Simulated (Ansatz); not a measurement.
**Band gap of cubic perovskite SrTiO₃ (cubic form, which distorts at low temperature): levels of theory against measurement**

Reference value: 3.59 eV (measured, zero-point renormalisation of 336 meV (experimental, the table's column) added back here, indirect; inputs from Miglio et al. (2020), arXiv:2011.12765).

```json
[
 {"level (code)": "LDA (Ansatz)", "value (eV)": "1.78", "cell (Å³/atom)": "11.91", "error (eV)": "-1.81"},
 {"level (code)": "PBE (Ansatz)", "value (eV)": "1.89", "cell (Å³/atom)": "11.91", "error (eV)": "-1.70"},
 {"level (code)": "rVV10 (Ansatz)", "value (eV)": "1.82", "cell (Å³/atom)": "12.28", "error (eV)": "-1.77"},
 {"level (code)": "r²SCAN (Ansatz)", "value (eV)": "2.26", "cell (Å³/atom)": "11.91", "error (eV)": "-1.33"},
 {"level (code)": "B3LYP (VWN-RPA form) (Ansatz)", "value (eV)": "3.65", "cell (Å³/atom)": "11.91", "error (eV)": "+0.06"},
 {"level (code)": "r²SCAN0 (Ansatz)", "value (eV)": "4.40", "cell (Å³/atom)": "11.91", "error (eV)": "+0.81"},
 {"level (code)": "Hartree–Fock (Ansatz)", "value (eV)": "12.25", "cell (Å³/atom)": "11.91", "error (eV)": "+8.66"}
]
```

Closest of the ranked levels: B3LYP (VWN-RPA form) (+0.06 eV). Among them Hartree–Fock (+8.66 eV) misses by most. Within 1 eV: B3LYP (VWN-RPA form), r²SCAN0.

Density-functional gaps are differences of (generalised) Kohn–Sham levels of a static lattice; semilocal ones lie below quasiparticle gaps as a rule. Measured gaps hold zero-point and thermal shifts unless a correction is named. Spin–orbit coupling is included only where a level's name says +SOC; with heavier elements it mostly lowers gaps and can invert bands.  rVV10: the relaxation could not lower the start's symmetry, so the cell can be a saddle point above a distorted one. Values are at the measured cell; rVV10 at the level's own equilibrium cell. Cutoffs and k meshes differ between the levels. Ansatz's density-functional and Hartree–Fock values are scalar-relativistic unless marked +SOC, with PAW data made under PBE.

Differences are worked out from the printed values.

Ansatz is an electronic-structure program.
